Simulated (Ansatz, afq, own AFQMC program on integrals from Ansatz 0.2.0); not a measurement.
Two steps: Ansatz 0.2.0 writes the Fock matrix and Cholesky factors of the valence space, and afq projects on them the lowest state that overlaps trial and start.

```yaml
crystal:
  periodic: [false, false, false]
  atoms:
    - {symbol: C, position_ang: [-0.099091, 1.091176, -0.118713]}
    - {symbol: Y, position_ang: [0.181039, -1.090440, -0.757770]}
    - {symbol: Cl, position_ang: [-1.541592, -2.672050, -0.081461]}
    - {symbol: H, position_ang: [-1.029632, 1.329659, 0.425519]}
    - {symbol: H, position_ang: [0.745083, 1.398790, 0.532095]}
    - {symbol: H, position_ang: [-0.069137, 1.746495, -1.013520]}
basis:
  gaussian: {orbitals: def2-TZVP}
magnetization: {spin_polarized: true, initial_magnetization: 1}
correlation: {method: ccsd_t, electrons: outside_noble_gas, hamiltonian_folder: ham}
```

```sh
$ ansatz run in.yaml --threads 1 --pin off --events-out ev --progress --plain --max-ram 16896MiB --backend cuda --devices 0, --max-vram 18GiB
```

Options of the walk:

```
--method phaseless --trial cisd --walkers 1000 --populations 20 --least-time 60 --time-step 0.005 --steps-per-block 50 --equilibration-blocks 40 --max-blocks 4000 --target-error 0.00024 --factor-cut 1e-05 --start spin_pure --seed 8275 --release-times 0.24,0.51,0.99,1.5 --release-step 0.03 --release-every 4 --taylor-order 6
```

Times are imaginary, in 1/Eh. The walk had a cap of 372 s. With eight or more populations the least sampling time is a fifth of least-time, and the error comes from their spread. Core potentials past Kr, no spin–orbit coupling.

afq prints:

```
orbitals 116  electrons 9 8  factors 887 of 915
reference energy -537.09322377 Eh
CCSD correlation -0.44176514 Eh in 15 cycles, weight of the determinant in the CISD state 0.8354
energy of the start -537.534966 Eh
 block  time / (1/Eh)  mean weight  energy / Eh
     1     0.250  1.0002  -537.525291
     2     0.500  1.0001  -537.532189
     3     0.750  0.9994  -537.537996
     4     1.000  1.0004  -537.541351
     5     1.250  0.9989  -537.545677
     8     2.000  1.0000  -537.552901
    13     3.250  1.0003  -537.552552
    25     6.250  0.9992  -537.550465
    37     9.250  0.9999  -537.555887
    49    12.250  1.0001  -537.551508
    61    15.250  1.0005  -537.550869
    73    18.250  1.0002  -537.555621
    85    21.250  0.9995  -537.553302
    97    24.250  0.9999  -537.552283
   109    27.250  1.0006  -537.551041
   121    30.250  0.9997  -537.553440
   133    33.250  0.9992  -537.553372
   145    36.250  1.0005  -537.552759
   157    39.250  1.0000  -537.555378
   161    40.250  1.0010  -537.559765
   169    42.250  0.9997  -537.552733
   177    44.250  0.9999  -537.552746
error from the spread of 20 populations
released: time / (1/Eh)  energy / Eh  error  mean overlap
  0.24  -537.554369  0.000299  0.9897
  0.51  -537.554927  0.000312  0.9787
  0.99  -537.555125  0.000267  0.9641
  1.50  -537.555417  0.000393  0.9451
energy -537.553822 +/- 0.000311 Eh
(rows thinned)
```

The run passed its tests (sampling time, drift between the halves within three errors, error under three times the target), which doesn't prove that it has relaxed, ending at its cap on processor time.

Against this walk (error 8.5 meV) on the same determinant: CCSD(T) 32.1 meV higher. The error is statistical and leaves out the bias of the constraint. None of these is a sure reference here. The released energies are still falling (meV from the phaseless value at times in 1/Eh: -15 ± 8 at 0.24, -30 ± 8 at 0.51, -35 ± 7 at 0.99, -43 ± 11 at 1.50), so they give no level; they do show a bias of the constraint, and the last of them that isn't too noisy lies 76 meV below CCSD(T).

Cautions: constraint bias not in the error; error above the target (8.5 against 6.5 meV); no spin-orbit coupling; outer-core shells of the metal frozen.

The walk took 6.2 min on 1 × NVIDIA H100 80GB HBM3 with 2 threads of AMD EPYC 7R13 Processor (Zen 3), with other jobs on the host (the card was shared). The log's last line is the phaseless energy.
